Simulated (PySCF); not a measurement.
Working with the constants of NO

PBE0 constants of NO, ²Π (doublet), unpaired electrons π ↑ (PySCF, no relativity, basis sets N pcseg-1, O pcseg-1; masses 14.0031 and 15.9949 u):

| Property | Result |
| --- | --- |
| ωe | 2052.7 cm⁻¹ |
| ωexe | 12.6 cm⁻¹ |
| Be | 1.7178 cm⁻¹ |
| αe | 0.0155 cm⁻¹ |
| D (centrifugal) | 4.81e-06 cm⁻¹ |
| De to N + O | 6.46 eV |

(1) Give the vibrational terms G(v) and spacings up to v = 6.

(2) How well does the Morse estimate ωe²/(4ωexe) reproduce De, and what is D0?

The state is the lowest determinant that a PBE0 search found; another state may lie lower at other levels.

## Answers

(1) G(v) = ωe(v+½) − ωexe(v+½)².

```json
{"v": "0", "G(v) (cm⁻¹)": "1023.2", "G(v) − G(v−1)": "", "Bv (cm⁻¹)": "1.710"}
{"v": "1", "G(v) (cm⁻¹)": "3050.7", "G(v) − G(v−1)": "2027.5", "Bv (cm⁻¹)": "1.695"}
{"v": "2", "G(v) (cm⁻¹)": "5053.0", "G(v) − G(v−1)": "2002.3", "Bv (cm⁻¹)": "1.679"}
{"v": "3", "G(v) (cm⁻¹)": "7030.1", "G(v) − G(v−1)": "1977.1", "Bv (cm⁻¹)": "1.664"}
{"v": "4", "G(v) (cm⁻¹)": "8982.0", "G(v) − G(v−1)": "1951.9", "Bv (cm⁻¹)": "1.648"}
{"v": "5", "G(v) (cm⁻¹)": "10908.7", "G(v) − G(v−1)": "1926.7", "Bv (cm⁻¹)": "1.633"}
{"v": "6", "G(v) (cm⁻¹)": "12810.2", "G(v) − G(v−1)": "1901.5", "Bv (cm⁻¹)": "1.617"}
```

(2) It gives 10.37 eV, 160 % of the computed De. D0 = De − G(0) = 6.46 − 0.13 = 6.33 eV.
